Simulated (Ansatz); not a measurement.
**Relaxing SiO3**

Theory: Ansatz, DFT PBE, scalar-relativistic, plane waves, PAW. Cutoff 420 eV, Γ-centred k mesh, Gaussian smearing, no spin polarisation in the final step.

The start puts SiO3 on the TiAl3 (D0_22) structure type (I4/mmm, No. 139), with Si in place of Ti, O in place of Al, at a guessed volume.

```
CELL_PARAMETERS angstrom
-1.61575 1.61575 3.60920
1.61575 -1.61575 3.60920
1.61575 1.61575 -3.60920
ATOMIC_POSITIONS crystal
Si 0.00000 0.00000 0.00000
O 0.50000 0.50000 0.00000
O 0.25000 0.75000 0.50000
O 0.75000 0.25000 0.50000
```

Cell and atoms relax at zero pressure; the relaxation can't lower the symmetry of the start. After a coarse first stage the cell is made exact in the group found at 0.06 Å.

Energies over the elements count from the elements' standard structures at the same level (O₂ as a molecule), with no empirical corrections.

Question: Which crystal results?

Answer: It keeps I4/mmm (No. 139). The result has the TiAl3 (D0_22) structure. Conventional cell: a = 2.791 Å, c = 8.824 Å. Si is coordinated by 4 O at 1.97 Å; O on Wyckoff site b (1 atom of the primitive cell) is coordinated by 4 Si at 1.97 Å; O on Wyckoff site d (2 atoms of the primitive cell) is coordinated by 4 O at 1.97 Å.

```xyz
4
Lattice="-1.3955 1.3955 4.4118 1.3955 -1.3955 4.4118 1.3955 1.3955 -4.4118" Properties=species:S:1:pos:R:3 pbc="T T T"
Si    0.0000    0.0000    0.0000
O     0.0000    0.0000    4.4118
O     1.3955    0.0000    2.2059
O     0.0000    1.3955    2.2059
```

Question: What are its volume, energy, density and gap?

Answer: The volume per atom is 8.6 Å³ and the density is 3.7 g/cm³. The energy over the elements is 0.31 eV/atom and the gap on the 22×22×22 mesh is 0 eV (a metal).

The final run used a 22×22×22 mesh on its 4-atom cell and 0.10 eV smearing. For metals, differences of a few meV/atom aren't resolved. No dispersion correction is applied, so the spacing between layers, chains or molecules is poorly fixed, and with it the volume and density. Symmetry constrained the relaxation, so the result can be a saddle point.

Cost: 3 runs of about 2.2 core-minutes in all, on Intel Xeon 6975P-C (Granite Rapids) (shared hosts).